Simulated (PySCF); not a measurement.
# C3H6O (Cyclopropanol): the cost of one run

Computed with PySCF 2.14.0, with density-fitted response routines of our own, on a single molecule in the gas phase. Atoms count from 0, in the outputs and in this text.

## 1. Starting geometry

10 atoms, charge 0, multiplicity 1; geometry from: MMFF94s. The atoms were then displaced at random by about 0.03 Å, so the start is not that level's minimum.

Bonds of the start (Å): O0–C1 1.49, C1–C2 1.55, C2–C3 1.61, C3–C1 1.48, O0–H4 0.92, C1–H5 1.08, C2–H6 1.04, C2–H7 1.05, C3–H8 1.01, C3–H9 1.13.

## 2. Geometry optimisation at PBE0-D3(BJ)/def2-SVP

Job settings and geometry (Å):

```
{"job": {"xc": "PBE0", "basis": "def2-SVP", "d3": "d3bj", "grid": 1, "shake": 0.03, "kind": "geom"}, "charge": 0, "multiplicity": 1}
O      1.337910    -1.003050    -0.697120
C      0.369870    -0.462310     0.299030
C     -1.092560    -0.250070    -0.160460
C     -0.039720     0.948040     0.093080
H      2.181800    -0.662220    -0.566320
H      0.535860    -0.774560     1.316350
H     -1.789300    -0.449740     0.583820
H     -1.239910    -0.477480    -1.172890
H      0.193200     1.515060    -0.703650
H     -0.332500     1.539590     1.012600
```

The run is started by

```sh
OMP_NUM_THREADS=1 python probes_run.py task.json out
```

One launch serves the whole session: the jobs run in the order shown.

**Question.** How long does this first job take on 1 thread of Arm Neoverse V1, shared host, and how much memory does it need?

About 20 s, with a peak of 0.36 GiB.
